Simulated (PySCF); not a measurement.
Species: tetrahydrofuran, C₄H₈O.
Atom-mapped SMILES: `[CH2:1]1[CH2:2][CH2:3][O:4][CH2:5]1`

Geometry (GFN2-xTB, Å), atoms numbered from 1 in this order:
```
atom  x, y, z in Å
C1    -0.903    0.363   -0.463
C2     0.416    0.993   -0.020
C3     1.312   -0.240    0.098
O4     0.474   -1.324    0.465
C5    -0.887   -0.949    0.320
H6    -0.885    0.165   -1.536
H7    -1.773    0.973   -0.230
H8     0.297    1.470    0.953
H9     0.807    1.721   -0.727
H10    2.093   -0.132    0.856
H11    1.789   -0.469   -0.866
H12   -1.418   -1.759   -0.187
H13   -1.327   -0.812    1.318
```

Definitions: NICS(0) = −σiso at the ring centroid; NICS(1) = −σiso and NICS(1)zz = −σzz at ±1 Å along the ring normal z. Level: GIAO PBE0/pcSseg-1 (PySCF, non-relativistic, gas phase) on the GFN2-xTB geometry, one conformer.

Ring bond lengths (Å), with Mayer bond orders in brackets: C1–C2 1.527 (1.02), C2–C3 1.529 (1.03), C3–O4 1.419 (0.92), O4–C5 1.419 (0.92), C5–C1 1.529 (1.03).

Give the NICS values of each ring in ppm.

```json
{"ring": "C1–C2–C3–O4–C5", "type": "5-membered ring with O; formal bonds all single", "NICS(0)": "-8.0", "NICS(1), two faces": "-3.6 / -3.6", "NICS(1)zz, two faces": "-6.7 / -6.7", "rms pucker (Å)": "0.16", "centre to ring atoms, mean (Å)": "1.25"}
```

What can be read from them?

- C1–C2–C3–O4–C5: mean NICS(1)zz -6.7 ppm, shielded. C1, C2, C3, C5 have four or more neighbours; no verdict on aromaticity is drawn.

At the first NICS(1) probe listed for ring C1–C2–C3–O4–C5, 1 Å off the ring, how large is the induced field along the normal in 11.7 T applied along it?

NICSzz × B0 = -6.7 ppm × 11.7 T = -78 μT, against the applied field.

The run took 11 s of wall time on an x86-64 server with one thread, no GPU (shared host). This is the whole shielding run at PBE0/pcSseg-1, SCF included.
